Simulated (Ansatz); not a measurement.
## TiH2, singlet: the ladder up to full CI

Geometry: a point of a stretch scan, not a stationary point.

| atom | x (Å) | y (Å) | z (Å) |
| --- | --- | --- | --- |
| Ti | 0.0000 | 0.0000 | 0.0619 |
| H | 0.0000 | 0.0000 | -1.9711 |
| H | 0.0000 | 0.0000 | 1.9093 |

Basis def2-SVP; Ansatz 0.2.0. Correlated methods freeze the noble-gas cores, which leaves 6 electrons in 32 orbitals. R marks a restricted (for open shells ROHF) determinant, U an unrestricted one. Active spaces: pair = (2e, 2o) about the gap; valence = (6e, 8o) chosen from the atoms' valence shells. No spin–orbit coupling is included, and no scalar relativity. The metal's outer-core shells are frozen, which leaves out core–valence correlation.

Full CI is exact within this basis and frozen core; it isn't the basis-set limit. The frozen core follows each run's orbitals, which can shift R against U totals by a few meV for light atoms and by up to 0.1 eV past Ca.

- UHF ⟨S²⟩: 1.000
- ⟨S²⟩ of the determinant under UCCSD: 0.981
- T1 diagnostic (RCCSD): 0.0130
- largest doubles amplitude (RCCSD): 0.256

```tsv
level	E − E(full CI) (mEh)	share of correlation (%)	wall time
RHF	100.20	0.00	–
RMP2	40.43	59.65	–
CISD	15.62	84.41	1.9 s
RCCSD	7.03	92.98	–
RCCSD(T)	3.60	96.41	4.3 s
RCCSDT*	0.73	99.27	–
RCCSDT(Q)*	0.31	99.69	8.5 s
```

An asterisk marks runs whose energy the program itself flagged as in doubt.

The correlation energy at full CI, counted from RHF, is -2.727 eV. That run took 2.8 min on 1 thread of Arm Neoverse N1, shared host over 6,156,076 determinants.

Run but not shown, since their state, orbitals or frozen core can't be matched to the reference's or they repeat it: UHF, UMP2, UCCSD, UCCSD(T), UCCSDT, UCCSDT(Q), CASSCF (pair space), NEVPT2 (pair space), MRCISD (pair space), MRCISD+Q (pair space), CASSCF (valence space), NEVPT2 (valence space), NEVPT4(SD) (valence space), MRCISD (valence space), MRCISD+Q (valence space).

Times hold each run's SCF and search for its determinant on a shared host, so for small cases they say little of a method's own cost; they ran on 1 thread of Arm Neoverse N1. Some runs computed forces too.

Unrestricted levels hold only the spin's projection, and here they fall towards a lower state of higher spin.

The full-CI state has the irrep A1 of C2v, in the program's axes (one component, if the state is degenerate).

Natural occupations of full CI about the gap: 1.954 1.950 1.002 0.441 0.363 0.091 0.091 0.036 0.017 0.008; effectively unpaired electrons, Σ n²(2−n)², 1.91. No single determinant describes this state well, so single-reference rows can miss without a flag.
